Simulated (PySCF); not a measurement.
Species: C₃H₅O (doublet state).
Structure used (GFN2-xTB), in Å, numbered top down from 1:
```
atom  x, y, z in Å
C1    -1.0167    0.1969    0.0839
C2     0.2797   -0.5671    0.0168
C3     1.5774    0.0709    0.0972
O4     1.1178   -0.3221   -1.1191
H5    -0.8694    1.2218   -0.2492
H6    -1.3828    0.2055    1.1083
H7    -1.7658   -0.2730   -0.5509
H8     0.2183   -1.6167    0.2913
H9     1.8550    1.0899    0.2966
```

The species is `C[C@@H]1[CH]O1` [radical].

Computed with UKS B3LYP, pcH-1 on C H O, non-relativistic, mean-field spin-orbit, GIAO in PySCF. Isolated species at its GFN2-xTB geometry, gas phase. Couplings are sensitive to structure, and on GFN2-xTB geometries they can be far from those on DFT ones. The SCF solution wasn't tested for stability.

(1) Match the computed a_iso(13C) values +361.1, -4.4, -1.9 MHz with the sites C1; C2; C3.

Answers

(1) 
```tsv
site	a_iso (MHz)	ρ(0) (bohr⁻³)	position	distance from C3 (Å)	spin population	largest |T| (MHz)
C1	-1.9	-0.0017	2 bonds from C3	2.60	0.00	2.1
C2	-4.4	-0.0039	1 bond from C3	1.45	-0.03	4.1
C3	+361.1	+0.3212	largest spin population	0.00	+0.85	133.3
```

ρ(0) is the spin density at the nucleus and T the dipolar tensor; entries for several nuclei are means. The Mulliken spin populations are largest on C3 (+0.85) and O4 (+0.16). The angles at C3 add up to 314.4°, so it is pyramidal.

Means are taken over nuclei equivalent by connectivity, which assumes that they swap fast. The three 1H nuclei of mean +5.8 MHz run from -0.4 to 13.5 MHz in the frozen geometry.
